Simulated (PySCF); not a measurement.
# C4H4: the cost of one run

Program: PySCF 2.14.0. Level of theory: levels as typed in each script, gas phase, geometry from GFN2-xTB. These are calculated values, not measurements.

### Step 1. Where the work starts

SMILES `C=C1C=C1`, 8 atoms, charge 0, spin multiplicity 1.

Bond lengths: C1–C2 1.309 Å, C1–H5 1.077 Å, C1–H6 1.076 Å, C2–C3 1.450 Å, C2–C4 1.450 Å, C3–C4 1.324 Å, C3–H7 1.063 Å, C4–H8 1.063 Å. Angles: C2–C1–H5 121.5°, C2–C1–H6 121.5°, H5–C1–H6 117.0°, C1–C2–C3 152.9°, C1–C2–C4 152.8°, C3–C2–C4 54.3°, C2–C3–C4 62.9°, C2–C3–H7 148.5°, C4–C3–H7 148.7°, C2–C4–C3 62.8°, C2–C4–H8 148.5°, C3–C4–H8 148.7°.

Coordinates:

| atom | x (Å) | y (Å) | z (Å) |
| --- | --- | --- | --- |
| C1 | -1.5796 | 0.0002 | 0.0000 |
| C2 | -0.2704 | -0.0005 | 0.0000 |
| C3 | 1.0197 | -0.6618 | 0.0000 |
| C4 | 1.0198 | 0.6620 | 0.0000 |
| H5 | -2.1417 | 0.9183 | 0.0000 |
| H6 | -2.1418 | -0.9177 | 0.0000 |
| H7 | 1.5730 | -1.5700 | 0.0000 |
| H8 | 1.5731 | 1.5702 | 0.0000 |

### Step 2. Density, bond paths and surface potential (CAM-B3LYP/def2-tzvp)

Input file input.py:

```python
import numpy as np
from pyscf import gto, scf, dft
from pyscf.scf import atom_ks, atom_hf
from scipy.linalg import block_diag

def solve(mol, dm0=None, hcore=None):
    mf = (dft.UKS if mol.spin else dft.RKS)(mol, xc='camb3lyp')
    mf.grids.level = 3
    mf = mf.density_fit(auxbasis='def2-universal-jkfit')
    mf.conv_tol, mf.max_cycle = 1e-8, 80
    if hcore is not None:
        mf.get_hcore = lambda *args: hcore
    mf.kernel(dm0)
    if not mf.converged:
        mf = mf.newton().run(mf.mo_coeff, mf.mo_occ, max_cycle=30)
    assert mf.converged, 'SCF not converged'
    return mf

mol = gto.M(atom='''
C     -1.57955     0.00019     0.00000
C     -0.27040    -0.00052     0.00000
C      1.01973    -0.66177     0.00000
C      1.01981     0.66197     0.00000
H     -2.14174     0.91830     0.00000
H     -2.14185    -0.91771     0.00000
H      1.57295    -1.57004     0.00000
H      1.57314     1.57018     0.00000
''', basis='def2-tzvp', charge=0, spin=0, verbose=4)
mf = solve(mol)
mf.analyze()
# spherically averaged free atoms, for the promolecule
atm = atom_ks.get_atm_nrks(mol, xc='camb3lyp')
pro = block_diag(*[(atm[a[0]][2] * atm[a[0]][3]) @ atm[a[0]][2].T for a in mol._atom])
np.savez('result.npz', e=mf.e_tot, c=mf.mo_coeff, occ=mf.mo_occ, eps=mf.mo_energy, pro=pro, dip=mf.dip_moment(verbose=0), s2=mf.spin_square()[0])
```

Command:

```
> OMP_NUM_THREADS=1 python input.py
```

**Question.** How long does this run take on 1 thread of Intel Xeon 6975P-C (Granite Rapids), shared host, and how much memory does it need?

About 7.3 s, with a peak of 0.56 GiB.
